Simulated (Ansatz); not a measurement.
# C3H6F radical: basis-set convergence

How large a basis does C3H6F radical need? Two functionals are run in growing sets.

Method: one geometry, several basis sets; program: Ansatz 0.2.0, Gaussian basis.

Levels to be run: PBE0-D4/def2-SVP; ωB97M-V/def2-SVP; PBE0-D4/def2-QZVPP; ωB97M-V/def2-QZVPP; the functionals' def2-TZVPP values are taken from earlier runs.

## 1. The relaxed structure

All runs share one geometry, relaxed beforehand with PBE0-D4 in a triple-zeta def2 set.

SMILES `[CH2]C(C)F`, 10 atoms, charge 0, spin multiplicity 2.

Atoms are counted from 1 here; the program's logs count them from 0.

Bond lengths: C1–C2 1.476 Å, C1–H5 1.082 Å, C1–H6 1.082 Å, C2–C3 1.512 Å, C2–F4 1.396 Å, C2–H7 1.103 Å, C3–H8 1.091 Å, C3–H9 1.092 Å, C3–H10 1.091 Å. Angles: C2–C1–H5 119.6°, C2–C1–H6 120.4°, H5–C1–H6 119.5°, C1–C2–C3 114.0°, C1–C2–F4 109.1°, C1–C2–H7 110.2°, C3–C2–F4 108.8°, C3–C2–H7 109.2°, F4–C2–H7 105.2°, C2–C3–H8 110.3°, C2–C3–H9 110.0°, C2–C3–H10 110.3°, H8–C3–H9 108.7°, H8–C3–H10 109.0°, H9–C3–H10 108.6°.

## 2. PBE0-D4 in def2-SVP

Input file in.yaml:

```yaml
crystal:
  periodic: [false, false, false]
  atoms:
    - {symbol: C, position_ang: [-1.092140, 0.803343, -0.313290]}
    - {symbol: C, position_ang: [0.140211, 0.022548, -0.534285]}
    - {symbol: C, position_ang: [0.712815, -0.591790, 0.723340]}
    - {symbol: F, position_ang: [-0.123023, -0.995789, -1.451755]}
    - {symbol: H, position_ang: [-1.811717, 0.904481, -1.114520]}
    - {symbol: H, position_ang: [-1.220558, 1.379886, 0.593071]}
    - {symbol: H, position_ang: [0.908912, 0.651931, -1.013117]}
    - {symbol: H, position_ang: [-0.019245, -1.254141, 1.188729]}
    - {symbol: H, position_ang: [0.976726, 0.192795, 1.435956]}
    - {symbol: H, position_ang: [1.611119, -1.164363, 0.488871]}
basis:
  gaussian: {orbitals: def2-SVP}
magnetization: {spin_polarized: true, initial_magnetization: 1}
hamiltonian: {xc: pbe0, dispersion: d4}
output: {orbitals: {seedname: orbitals}}
```

Run with:

```console
> ansatz run in.yaml --threads 4 --pin off --events-out ev --progress --plain --max-ram 10444MiB
```

Further steps of the session: ωB97M-V in def2-SVP; PBE0-D4 in def2-QZVPP; ωB97M-V in def2-QZVPP.

Before running them: what should the planned runs give, taken together? Wanted: PBE0-D4: double and triple zeta above quadruple; ωB97M-V: double and triple zeta above quadruple.

**Answer**, as computed:

| quantity | value |
| --- | --- |
| PBE0-D4: double and triple zeta above quadruple | 7.22, 0.33 eV |
| ωB97M-V: double and triple zeta above quadruple | 7.52, 0.32 eV |

**Reading.** PBE0-D4 gains 6.90 eV from double to triple zeta, then 0.33 eV more. Total energies overstate the basis error of differences, where much of it tends to cancel. The LUMO of ωB97M-V is positive and keeps falling with the basis (0.57 to 0.04 eV): an unbound level that the basis holds in place.
